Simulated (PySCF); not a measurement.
SO2: bend–stretch map

All numbers come from PySCF, r2SCAN, basis S def2-TZVP, O def2-TZVP (no relativity, density fitting).

Rigid scan from the singlet minimum (S–O 1.442 Å (×2); O–S–O 118.8°). Coordinate: rows scale both bonds, columns set the O–S–O angle. Energies in kJ/mol from the minimum.

Rows run from the largest first scale (top) to the smallest, columns from the smallest angle to the largest. Lower edges of the bins (kJ/mol): '0' 0.2, '1' 2.2, '2' 5.3, '3' 10.2, '4' 18.0, '5' 30.4, '6' 50.0, '7' 81.1, '8' 130.4, '9' 208.4; top 332.
```
8777899
8656899
8535799
8505799
8635899
9767899
```

Q: Give the energies on the grid of the scan.

A: 
```json
{"scale \\ angle": "0.94", "90": "281", "105": "104", "120": "55", "135": "89", "150": "177", "165": "281", "180": "332"}
{"scale \\ angle": "0.97", "90": "208", "105": "52", "120": "13", "135": "47", "150": "132", "165": "234", "180": "284"}
{"scale \\ angle": "1.00", "90": "170", "105": "33", "120": "0", "135": "35", "150": "117", "165": "214", "180": "263"}
{"scale \\ angle": "1.03", "90": "159", "105": "38", "120": "11", "135": "46", "150": "123", "165": "216", "180": "263"}
{"scale \\ angle": "1.06", "90": "168", "105": "61", "120": "39", "135": "73", "150": "146", "165": "234", "180": "278"}
{"scale \\ angle": "1.10", "90": "203", "105": "112", "120": "95", "135": "128", "150": "195", "165": "275", "180": "317"}
```

The bond scale of lowest energy on the grid is 1.03 at 90°, 1.00 at 105°, 1.00 at 120°, 1.00 at 135°, 1.00 at 150°, 1.00 at 165°, 1.03 at 180°.
